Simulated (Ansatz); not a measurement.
Two isomers of C2H5NS: A = `C1NCS1`, B = `C=C(N)S`.

Computed with Ansatz on PBE0-D4/def2-TZVP structures; ΔE is electronic, products minus reactants. CBS: MP2 limit from def2 TZ/QZ plus the TZ coupled-cluster correction, frozen cores. DFT in def2-TZVPP. B3LYP here is the variant with VWN-RPA as its local correlation; programs differ in this. Each species was taken in one conformer, which may not be the lowest.

**Question.** Which isomer does CCSD(T)/CBS put lower? Give the gap. (An estimate is asked.)

**Answer.** Computed: B, by 13.9 kcal/mol.

**Question.** Give E(B) − E(A) in kcal/mol with BLYP-D4, PBE0-D4, MP2/def2-TZVPP, PBE-D4, B2PLYP, B3LYP, LDA (SPW92). (Best estimate.)

**Answer.** Computed: BLYP-D4 -19.1, PBE0-D4 -12.8, MP2/def2-TZVPP -13.7, PBE-D4 -14.9, B2PLYP -16.0, B3LYP -17.3, LDA (SPW92) -14.5. None reverses the order clearly.

**Question.** Does the order hold for the free energy at 298.15 K (harmonic terms from PBE0-D4)? (An estimate is asked.)

**Answer.** Ansatz gave: Yes: G(B) − G(A) = -17.1 kcal/mol, for one conformer each.

Largest T1 diagnostic: 0.012.

From r2SCAN to r2SCAN0 (25 % exact exchange), in def2-TZVPP and without D4, E(B) − E(A) moves by +2.2 kcal/mol. In def2-TZVPP, CCSD(T) changes the Hartree–Fock value by +1.3 kcal/mol (the triples alone add −0.4 kcal/mol) and MP2 by +1.2 kcal/mol.
